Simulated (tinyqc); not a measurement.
Worked calculation: Born-Oppenheimer dynamics on the RHF/sto-6g surface (energies and gradients from PySCF), for BH, spin multiplicity 1. Computed by tinyqc, a small Python program that keeps every step (integrals from PySCF). Settings: charge = 0, multiplicity = 1, basis = sto-6g, time step (fs) = 2.0, steps = 24. Command: `OMP_NUM_THREADS=1 python tinyqc.py 31871 31872 out.jsonl` (the two numbers bound the seeds that draw the settings). One thread of a shared host (Intel(R) Xeon(R) Processor @ 2.60GHz), about 2 s of CPU time with the checks.

## Velocity Verlet step 1

positions (bohr):
```
           x         y         z
1B  0.000000  0.000000  0.000000
2H  0.000000  0.000000  2.071140
```

velocities (bohr per atomic time unit):
```
               x             y             z
1B   0.000007464   0.000045120   0.000004026
2H  -0.000081536  -0.000492880  -0.000043974
```

gradient (hartree/bohr):
```
             x           y            z
1B  0.00000000  0.00000000   0.07877681
2H  0.00000000  0.00000000  -0.07877681
```

masses (electron masses): 1B 20068.735323, 2H 1837.152588

gradient after step 1 (hartree/bohr):
```
              x            y            z
1B  -0.00005099  -0.00030823   0.01543215
2H   0.00005099   0.00030823  -0.01543215
```

dt = 2 fs = 82.6827 atomic units; x' = x + v dt - g dt^2 / (2m); after the new gradient g', v' = v - (g + g') dt / (2m).

positions after step 1 (bohr):
```
            x          y          z
1B   0.000617   0.003731  -0.013085
2H  -0.006742  -0.040753   2.214077
```

velocities after step 1 (bohr per atomic time unit):
```
               x             y             z
1B   0.000007569   0.000045755  -0.000190044
2H  -0.000082683  -0.000499816   0.002076006
```

## Velocity Verlet step 2

gradient after step 2 (hartree/bohr):
```
              x            y            z
1B   0.00026438   0.00159816  -0.04332691
2H  -0.00026438  -0.00159816   0.04332691
```

As before.

positions after step 2 (bohr):
```
            x          y          z
1B   0.001252   0.007566  -0.031427
2H  -0.013673  -0.082652   2.414440
```

velocities after step 2 (bohr per atomic time unit):
```
               x             y             z
1B   0.000007130   0.000043097  -0.000132581
2H  -0.000077881  -0.000470789   0.001448292
```

## Energy conservation

The total energy should stay constant up to terms of order dt^2; the step counts as short enough if it moves by less than 2 % of the largest kinetic energy.

Trajectory:
```
time (fs)  1B-2H (angstrom)  potential (hartree)  kinetic (hartree)  total (hartree)
0.000000           1.096000         -24.99445413         0.00025218     -24.99420194
2.000000           1.178805         -25.00153625         0.00457863     -24.99695762
4.000000           1.295201         -24.99793969         0.00233145     -24.99560823
6.000000           1.318731         -24.99581367         0.00063249     -24.99518118
8.000000           1.230537         -25.00154086         0.00489411     -24.99664675
10.000000          1.112056         -24.99662837         0.00128661     -24.99534176
12.000000          1.133110         -24.99885791         0.00254382     -24.99631410
14.000000          1.257001         -25.00049968         0.00415082     -24.99634886
16.000000          1.322923         -24.99539495         0.00020334     -24.99519160
18.000000          1.273953         -24.99950854         0.00344069     -24.99606785
20.000000          1.150833         -25.00022890         0.00347389     -24.99675501
22.000000          1.102097         -24.99533016         0.00065119     -24.99467897
24.000000          1.211430         -25.00187378         0.00506995     -24.99680383
26.000000          1.312468         -24.99641734         0.00117052     -24.99524681
28.000000          1.306619         -24.99695671         0.00160337     -24.99535334
30.000000          1.198519         -25.00188303         0.00499303     -24.99689000
32.000000          1.098016         -24.99475071         0.00038487     -24.99436584
34.000000          1.163406         -25.00094082         0.00403494     -24.99690588
36.000000          1.284248         -24.99879201         0.00293533     -24.99585668
38.000000          1.321662         -24.99552211         0.00034029     -24.99518182
40.000000          1.245131         -25.00104612         0.00454695     -24.99649916
42.000000          1.122667         -24.99783687         0.00193704     -24.99589983
44.000000          1.120834         -24.99764057         0.00182687     -24.99581370
46.000000          1.242836         -25.00113711         0.00461244     -24.99652466
48.000000          1.321303         -24.99555810         0.00037789     -24.99518021
```

The total energy moves within 2.8e-03 hartree; that is over 2 % of the largest kinetic energy, so the time step is too long.
